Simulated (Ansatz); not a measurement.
`COC(=O)O` + H₂O → `O=C(O)O` + CH₃OH at 400 K and 1 bar (formal hydrolysis of a C–O bond).

Calculated with Ansatz (gas phase, PBE0-D4/def2-TZVP geometries, no zero-point term in ΔE). CCSD(T)/CBS adds triple-zeta CCSD(T) − MP2 to the extrapolated MP2 energy (def2 sets, frozen cores). This one scheme is used for every species. Each species was taken in one conformer, which may not be the lowest.

| species | CCSD(T)/CBS energy (Eh) | H − E (kJ/mol) | S (J/(mol·K)) |
| --- | --- | --- | --- |
| `COC(=O)O` | -304.04228 | 203.9 | 330.2 |
| H₂O | -76.37941 | 69.8 | 198.6 |
| `O=C(O)O` | -264.79774 | 124.0 | 281.4 |
| CH₃OH | -115.61712 | 151.2 | 252.6 |

H − E and S are ideal-gas, rigid-rotor, harmonic terms from PBE0-D4/def2-TZVP, for one conformer and one mirror image of each species. 1 Eh = 2625.50 kJ/mol, R = 8.31446 J/(mol·K).

Q: By hand: ΔE, ΔH, ΔS and ΔG.

A: ΔE = (-264.79774) + (-115.61712) − (-304.04228) − (-76.37941) = 0.00683 Eh = 17.9 kJ/mol. Δ(H − E) = 124.0 + 151.2 − 203.9 − 69.8 = 1.5, so ΔH = 19.4 kJ/mol. ΔS = 281.4 + 252.6 − 330.2 − 198.6 = 5.2 J/(mol·K). ΔG = 19.4 − 400 × (5.2)/1000 = 17.3 kJ/mol.

Q: By hand: the equilibrium constant, and the temperature at which ΔG would vanish if ΔH and ΔS stayed fixed.

A: log₁₀ K = −ΔG/(RT ln 10) = -2.3. ΔG = 0 at ΔH/ΔS = 3731 K, far beyond where these terms or the molecules hold.

The number of gas molecules stays the same, so ΔS is small and ΔH decides. A doubt of 5 kJ/mol in ΔE shifts log₁₀ K by 0.7 here. Other conformers and mirror images would add mixing entropy, several J/(mol·K) or more a flexible species. These are equilibria of isolated gas molecules and say nothing of rates. Largest T1 diagnostic: 0.014 (customary marks: 0.02 for closed shells, 0.045 for open ones).
